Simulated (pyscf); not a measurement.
## Four-centre exchange: Cl–Zn–Cl + silanol (HO–SiH₃) → hydrogen chloride (HCl) + HO–SiH₂–Zn–Cl

Gas phase, singlet surface, charge 0. Bonds broken: Cl1–Zn2, Si5–H7. Bonds formed: Cl1–H7, Zn2–Si5. PySCF, gas phase, ωB97X-D3(BJ)/def2-SVP geometries.

Transition state (Å):

```xyz
9

Cl     0.5810     1.3614    -1.4033
Zn     1.4543     0.3817     0.7094
Cl     3.4760     0.5769     1.3330
O      0.2601    -1.3003     0.9429
Si    -0.9032    -0.0297     1.3429
H      0.2986    -2.1716     1.3561
H     -0.1786     1.1992    -0.2032
H     -2.2002    -0.3659     0.6761
H     -1.1730    -0.1208     2.8127
```

One imaginary mode, 468i cm⁻¹; descent along it reached the two sides named, in the forms told below.

| bond | change | reactant side (Å) | saddle | product side |
|---|---|---|---|---|
| Cl1–Zn2 | breaks | 2.149 | 2.487 | 2.8 |
| Si5–H7 | breaks | 1.478 | 2.104 | 3.2 |
| Cl1–H7 | forms | 3.3 | 1.430 | 1.288 |
| Zn2–Si5 | forms | 3.3 | 2.476 | 2.345 |

Electronic energies relative to the separated reactants (kcal/mol):

```csv
level,barrier,reaction energy,reverse barrier
ωB97X-D3(BJ)/def2-TZVP,45.3,+22.9,22.4
PBE/def2-TZVP,41.0,+19.4,21.6
r²SCAN/def2-TZVP,42.5,+23.0,19.5
B3LYP-D3(BJ)/def2-TZVP,46.5,+22.5,24.0
PBE0-D3(BJ)/def2-TZVP,42.4,+21.7,20.7
M06-2X/def2-TZVP,45.5,+27.4,18.1
ωB97M-D3(BJ)/def2-TZVP,48.4,+23.3,25.2
HF/def2-TZVP,69.2,+32.9,36.4
```

With ωB97M-D3(BJ)/def2-TZVP energies and thermal terms (ideal gas, 1 atm, RRHO with modes under 100 cm⁻¹ raised to 100, one conformer, R ln 2 for chiral ones without a mode under 150 cm⁻¹), in kcal/mol:

```json
[
 {"T (K)": "298", "ΔH‡": "46.6", "ΔG‡": "56.9", "ΔH": "+22.9", "ΔG": "+23.0"},
 {"T (K)": "600", "ΔH‡": "47.2", "ΔG‡": "67.1", "ΔH": "+23.4", "ΔG": "+22.8"},
 {"T (K)": "900", "ΔH‡": "47.9", "ΔG‡": "76.8", "ΔH": "+23.6", "ΔG": "+22.4"},
 {"T (K)": "1200", "ΔH‡": "48.4", "ΔG‡": "86.4", "ΔH": "+23.6", "ΔG": "+22.0"}
]
```

On the reactant side the descent ends in an adduct with a O–Zn contact (not fully relaxed), 17.6 kcal/mol under the separated species and 62.9 kcal/mol under the saddle at ωB97X-D3(BJ)/def2-TZVP. On the product side the descent ends in a complex, 5.0 kcal/mol under the separated species and 27.4 kcal/mol under the saddle at ωB97X-D3(BJ)/def2-TZVP. HO–SiH₂–Zn–Cl lies 5.5 kcal/mol over its isomer H₃Si–O–Zn–Cl (electronic energy, ωB97M-D3(BJ)/def2-TZVP). This is the saddle that the search found; another between the same sides may lie lower. Elements up to Kr have no core potential and no relativistic terms here.
